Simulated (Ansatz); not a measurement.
C₄H₁₂N₂, SMILES `CNCCNC`, relaxed with RKS PBE0-D4/def2-TZVP in Ansatz from a PBE-D4/def2-SVP geometry. The force threshold is 0.005 eV/Å; the program also tests the step.

The species carries charge 0 and has multiplicity 1.

Start:

```xyz
18

C     2.771    0.305    0.468
N     1.346    0.551    0.474
C     0.704    0.397   -0.814
C    -0.814    0.418   -0.647
N    -1.239   -0.678    0.216
C    -2.646   -0.650    0.574
H     3.295    1.076   -0.139
H     3.077   -0.693    0.047
H     3.176    0.374    1.498
H     0.858   -0.072    1.131
H     1.015    1.219   -1.498
H     0.993   -0.558   -1.345
H    -1.309    0.416   -1.654
H    -1.101    1.371   -0.151
H    -1.013   -1.571   -0.240
H    -2.862    0.258    1.178
H    -2.899   -1.530    1.200
H    -3.353   -0.635   -0.298
```

```tsv
step	energy (eV)	largest force (eV/Å)	largest move (Å)
1	-7317.5387	0.574	0.000
2	-7317.6087	0.186	0.039
3	-7317.6160	0.035	0.021
4	-7317.6163	0.012	0.010
5	-7317.6163	0.019	0.023
6	-7317.6165	0.005	0.016
```

End:

```xyz
18

C     2.774    0.318    0.441
N     1.352    0.553    0.488
C     0.696    0.377   -0.785
C    -0.807    0.408   -0.613
N    -1.245   -0.689    0.227
C    -2.654   -0.641    0.545
H     3.254    1.073   -0.189
H     3.052   -0.671    0.037
H     3.199    0.409    1.443
H     0.903   -0.061    1.157
H     1.001    1.182   -1.464
H     0.983   -0.572   -1.282
H    -1.294    0.410   -1.603
H    -1.085    1.343   -0.115
H    -1.027   -1.566   -0.232
H    -2.859    0.241    1.157
H    -2.934   -1.521    1.128
H    -3.311   -0.591   -0.340
```

It took 29 s on 4 threads of an Arm Neoverse V2 on a shared host, with 0.78 GiB of host memory at the peak.
